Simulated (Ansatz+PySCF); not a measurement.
The numbers below are computed, except where a source is named.
A run of PySCF 2.14.0 on doublet F₂(-) at this shape:

```tsv
atom	x (Å)	y (Å)	z (Å)
F	0.0000	0.0000	-0.6882
F	0.0000	0.0000	0.6882
```

Its results:

```
Converged                       : yes
Total energy                    : -199.49018 hartree
Spin squared of the determinant : 0.750
Cycles                          : 9
```

Task: Which input gives this output? Name the method, the orbitals and the basis set, and write the input.

Result: ωB97X (restricted open-shell) in aug-cc-pVDZ.

```python
from pyscf import gto, dft

mol = gto.M(atom="""
F 0.000000 0.000000 -0.688230
F 0.000000 0.000000 0.688230
""", basis='aug-cc-pvdz', charge=-1, spin=1)
mf = dft.ROKS(mol, xc='wb97x')
mf.kernel()
print(mf.converged, mf.e_tot, mf.spin_square()[0])
```
